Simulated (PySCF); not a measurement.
Results of G0W0@PBE0 in PySCF (GTH pseudopotentials, Gaussian basis, analytic continuation) for diamond-structure Si.

The same calculation (at the measured cell, 20.013 Å³/atom) with different numerical settings; throughout: k mesh 2×2×2:

| run | basis | gap over the k-points evaluated (eV) | rough time |
|---|---|---|---|
| 1 | DZ | 1.570 | 100 core-s |
| 2 | TZ | 1.503 | 5 core-min |
| 3 | QZ | 1.556 | 20 core-min |

In the column gap over the k-points evaluated (eV) the first row differs from the last by +0.014 and the next to last by -0.053.

The last row is no converged limit: other settings stay fixed.
